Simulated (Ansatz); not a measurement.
Relaxed structures of CH2LiO, doublet (PBE0-D4/def2-TZVP; forces vanish, vibrations not checked; lower isomers may exist, and structures with a doubtful reference or unclear bonds are left out; Å). Computed with Ansatz 0.2.0 (basis: def2-TZVPP); correlated methods freeze the cores; orbitals are unrestricted. The outer core shell of Li, Na, Mg and K is correlated.

Rank them by CCSD(T) energy, lowest first, and give each one's height above the lowest. Links in brackets join atoms within 1.22 times the sum of their covalent radii (1.1 for two metals). (To be estimated.)
A.
CH₂LiO ([Li][CH][OH])
```
5
angstrom
Li -1.6587 1.1081 -0.0807
C -0.2763 -0.2048 -0.0690
O 1.0918 -0.2692 0.1188
H -0.5658 -1.2523 -0.2605
H 1.4091 0.6182 0.2914
```
B.
CH₂LiO ([Li]1[CH2][O]1)
```
5
angstrom
Li -0.2198 1.6698 0.9079
C -1.0331 -0.0086 -0.0691
O 0.0226 0.6598 -0.4400
H -0.9178 -0.9742 0.4395
H -1.9873 0.1445 -0.5891
```
C.
CH₂LiO ([Li]1[CH][OH]1)
```
5
angstrom
Li 1.9581 -1.6126 -0.7113
C 0.2307 -1.1082 -0.2693
O 1.2828 -0.2637 0.3240
H -0.7383 -0.6596 -0.0225
H 0.9971 0.6338 0.5080
```

Computed: B (0.00 kcal/mol), C (38.44 kcal/mol), A (40.46 kcal/mol). Heights count from the lowest.

No T1 diagnostic of these runs exceeds 0.020. ⟨S²⟩ of the unrestricted Hartree–Fock references: 0.76 to 0.77 (a pure state has 0.75).

For scale, one of the runs: CCSD(T)/def2-TZVPP, 109 basis functions, launched by `ansatz run in.yaml --threads 2 --pin off --events-out ev --progress --plain --max-ram 4352MiB`. The run took 17 s on 2 CPU threads of an Arm Neoverse V1 (shared host), with 0.89 GiB of host memory at its peak.
